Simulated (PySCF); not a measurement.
C2H, charge +1, multiplicity 1.

```xyz
3

C      0.0440    -0.7889     0.0000
C     -0.1025     0.5340     0.0000
H      0.3511     1.5292     0.0000
```
Charge +1, spin multiplicity 1.

The structure is a stationary point at B3LYP-D3(BJ)/def2-TZVPD. The spin state was assumed, not searched. The isomer is the one that the SMILES or the coordinates give; other isomers of the formula were not compared.

Calculation: B3LYP/pcSseg-2 (PySCF). Non-relativistic, no solvent.

Computed absolute GIAO shielding of each atom: isotropic value and principal components (ppm):
| atom | σ(iso) | σ11 | σ22 | σ33 | span |
|---|---|---|---|---|---|
| C1 | -3594.9 | -14440.6 | -395.9 | 4051.8 | 18492.3 |
| C2 | 3960.5 | -420.3 | 4484.6 | 7817.4 | 8237.7 |
| H3 | 101.6 | -3.6 | 50.4 | 258.0 | 261.6 |
